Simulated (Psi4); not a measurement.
**C2HFN+ (SMILES Fc1[cH+]n1): CCSD/aug-cc-pVDZ**

What is the vertical ionisation energy of C2HFN+ at CCSD/aug-cc-pVDZ? 

Program for the calculation: Psi4 1.11.

1 further run of the same task is left out (set aside as unsound or not needed).

### 1 The molecule

C2HFN+: 5 atoms, total charge +1, spin state singlet. SMILES: `Fc1[cH+]n1`. The coordinates come from a GFN2-xTB relaxation.

Bond lengths: F1–C2 1.237 Å, C2–C3 1.374 Å, C2–N4 1.339 Å, C3–N4 1.333 Å, C3–H5 1.083 Å. Angles: F1–C2–C3 154.3°, F1–C2–N4 146.9°, C3–C2–N4 58.8°, C2–C3–N4 59.3°, C2–N4–C3 61.9°, C2–C3–H5 155.9°, N4–C3–H5 144.8°.

### 2 A single-point energy at CCSD/aug-cc-pVDZ

Contents of c2hfn.in:

```
memory 1600 MB

molecule system {
  1 1
  F      0.149560    -1.546570     1.034770
  C     -0.050600    -0.614570     0.246480
  C      0.095300     0.673310    -0.210680
  N     -0.656780    -0.204000    -0.874210
  H      0.462520     1.691830    -0.196360
  symmetry c1
  no_reorient
  no_com
}

set globals {
  puream true
  e_convergence 1e-09
  d_convergence 1e-08
  scf_type pk
  num_frozen_docc 4
}

energy("ccsd/aug-cc-pVDZ")
print_variables()
```

Command:

```
$ psi4 c2hfn.in c2hfn.out -n 1
```

c2hfn.out:

```text
[...]
  Running in c1 symmetry.
[...]
  Nuclear repulsion =  102.200524174314381
[...]
  Multiplicity = 1
[...]
  Nalpha       = 14
  Nbeta        = 14
[...]
    Number of basis functions: 101
[...]
   @RHF iter   1:  -229.74991334217947   -8.79444e-02   3.66415e-03 DIIS/ADIIS
[...]
   @RHF iter  12:  -229.82345589469196   -2.39879e-11   7.17912e-09 DIIS
[...]
    Orbital Energies [Eh]
    ---------------------
    Doubly Occupied:
       1A    -26.676906     2A    -15.966583     3A    -11.744542
       4A    -11.662319     5A     -2.013187     6A     -1.707972
       7A     -1.190141     8A     -1.163959     9A     -1.059842
      10A     -1.041128    11A     -1.021199    12A     -0.906655
      13A     -0.837870    14A     -0.762283
[...]
  @RHF Final Energy:  -229.82345589469196
   => Energetics <=
    Nuclear Repulsion Energy =            102.2005241743143813
    One-Electron Energy =                -508.5387896744757654
    Two-Electron Energy =                 176.5148096054693951
    Total Energy =                       -229.8234558946919606
[...]
 Multipole Moments:
 ------------------------------------------------------------------------------------
     Multipole            Electronic (a.u.)      Nuclear  (a.u.)        Total (a.u.)
 ------------------------------------------------------------------------------------
 L = 1.  Multiply by 2.5417464519 to convert [e a0] to [Debye]
 Dipole X            :          5.0472483           -4.7634326            0.2838157
 Dipole Y            :         25.6275655          -25.1387621            0.4888034
 Dipole Z            :         -5.9022591            6.0696113            0.1673522
 Magnitude           :                                                    0.5894802
[...]
      * MP2 total energy                      = -230.407966820331097
[...]
      * CCSD total energy                     = -230.423230906062741
[...]
```

Run time: 34 s. Hardware: 1 thread of Intel Xeon Platinum 8488C (Sapphire Rapids), shared host; peak memory 1 GiB.

### 3 Doublet [C2HFN]2+, same level

Contents of input.inp:

```
memory 1600 mb

molecule geom {
  2 2
  F      0.28262744    -2.92259373     1.95543190
  C     -0.09562014    -1.16136898     0.46577970
  C      0.18009090     1.27237150    -0.39812750
  N     -1.24113432    -0.38550413    -1.65201748
  H      0.87403613     3.19709535    -0.37106662
  units bohr
  symmetry c1
}

set basis aug-cc-pVDZ
set reference uhf
set puream true
set e_convergence 1e-09
set d_convergence 1e-08
set scf_type pk
set num_frozen_docc 4
set maxiter 200

energy('ccsd')
print_variables()
```

Command:

```
$ psi4 -n 1 input.inp input.out
```

input.out:

```text
[...]
  Running in c1 symmetry.
[...]
  Nuclear repulsion =  102.200524204000004
[...]
  Multiplicity = 2
[...]
  Nalpha       = 14
  Nbeta        = 13
[...]
    Number of basis functions: 101
[...]
   @UHF iter   1:  -228.97737371279703    6.84595e-01   4.69912e-03 ADIIS/DIIS
[...]
   @UHF iter  20:  -229.12335738394418   -1.55183e-11   9.61828e-09 DIIS
[...]
   @S^2 Observed:                8.079185253E-01
[...]
    Orbital Energies [Eh]
    ---------------------
    Alpha Occupied:
       1A    -26.970143     2A    -16.394424     3A    -12.109962
       4A    -12.019388     5A     -2.294160     6A     -2.084840
       7A     -1.545535     8A     -1.481782     9A     -1.409209
      10A     -1.328762    11A     -1.319934    12A     -1.265432
      13A     -1.195649    14A     -1.154622
    Alpha Virtual:
      15A     -0.526314    16A     -0.420696    17A     -0.332191
      18A     -0.279451    19A     -0.269770    20A     -0.239159
      21A     -0.234928    22A     -0.217643    23A     -0.207406
      24A     -0.175045    25A     -0.167638    26A     -0.154914
[...]
  @UHF Final Energy:  -229.12335738394418
   => Energetics <=
    Nuclear Repulsion Energy =            102.2005242040000041
    One-Electron Energy =                -499.0702958859508271
    Two-Electron Energy =                 167.7464142980066697
    Total Energy =                       -229.1233573839441817
  UHF NO Occupations:
  HONO-2 :   12  A 1.9957520
  HONO-1 :   13  A 1.9762575
[...]
 Multipole Moments:
 ------------------------------------------------------------------------------------
     Multipole            Electronic (a.u.)      Nuclear  (a.u.)        Total (a.u.)
 ------------------------------------------------------------------------------------
 L = 1.  Multiply by 2.5417464519 to convert [e a0] to [Debye]
 Dipole X            :         -0.1888536            0.2936069            0.1047532
 Dipole Y            :         -0.8492170            3.0410754            2.1918584
 Dipole Z            :          0.1630566           -1.1565381           -0.9934815
 Magnitude           :                                                    2.4087802
[...]
      * MP2 total energy                      = -229.682326067551941
[...]
      * CCSD total energy                     = -229.703995634075426
[...]
```

Wall time 1.9 min (1 thread of Intel Xeon Platinum 8488C (Sapphire Rapids), shared host); peak memory 1.1 GiB.

### 4 Outcome

At CCSD/aug-cc-pVDZ, 4 core orbitals frozen:

| quantity | value |
| --- | --- |
| singlet C2HFN+: total energy | -230.42323 Eh |
| singlet C2HFN+: HOMO energy (Hartree–Fock orbitals) | -20.74 eV |
| singlet C2HFN+: LUMO energy (Hartree–Fock orbitals) | -4.94 eV |
| singlet C2HFN+: HOMO–LUMO gap (Hartree–Fock orbitals) | 15.80 eV |
| singlet C2HFN+: correlation energy (4 core orbitals frozen) | -599.8 mEh |
| singlet C2HFN+: T1 diagnostic | 0.015 |
| doublet [C2HFN]2+: total energy | -229.70400 Eh |
| doublet [C2HFN]2+: HOMO energy (Hartree–Fock orbitals) (highest over α and β) | -31.42 eV |
| doublet [C2HFN]2+: LUMO energy (Hartree–Fock orbitals) (lowest over α and β) | -17.16 eV |
| doublet [C2HFN]2+: correlation energy (4 core orbitals frozen) | -580.6 mEh |
| doublet [C2HFN]2+: ⟨S²⟩ of the reference determinant | 0.808 |
| doublet [C2HFN]2+: T1 diagnostic | 0.050 |
| vertical ionisation energy (to the doublet dication) | 19.571 eV |

What this shows: Removing an electron at fixed nuclei costs 19.57 eV (1888 kJ/mol). The T1 diagnostic (doublet [C2HFN]2+) of 0.050 is above the customary mark for such species, so a single reference may not serve.
